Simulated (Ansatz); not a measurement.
Compare A (`C=C(C)C#CC`) with its isomer B (`C1=C[C@H]2C[C@H]2C1`).

Program: Ansatz. Geometries: PBE0-D4/def2-TZVP. ΔE: electronic, gas phase. CCSD(T)/CBS is the MP2 limit (def2-TZVPP, def2-QZVPP) plus CCSD(T) − MP2 in def2-TZVPP, frozen cores. DFT in def2-TZVPP. B3LYP here is the variant with VWN-RPA as its local correlation; programs differ in this.

(1) Which is lower in electronic energy at CCSD(T)/CBS, and by how much? (An estimate is asked.)

(2) Give E(B) − E(A) in kJ/mol with PBE-D4, HF/def2-TZVPP, B3LYP-D4, B3LYP, MP2/def2-TZVPP, r2SCAN-D4, CCSD(T)/def2-TZVPP. (Estimate.)

Largest T1 diagnostic: 0.011.

## Answers

(1) The calculation gave: B, by 64.8 kJ/mol.

(2) The calculation gave: PBE-D4 -71.2, HF/def2-TZVPP -35.8, B3LYP-D4 -42.9, B3LYP -33.5, MP2/def2-TZVPP -72.0, r2SCAN-D4 -68.9, CCSD(T)/def2-TZVPP -65.2. None reverses the order clearly.

In def2-TZVPP, CCSD(T) changes the Hartree–Fock value by −29.4 kJ/mol (the triples alone add +0.4 kJ/mol) and MP2 by −36.1 kJ/mol. From PBE to PBE0 (25 % exact exchange), in def2-TZVPP and without D4, E(B) − E(A) moves by −19.7 kJ/mol.
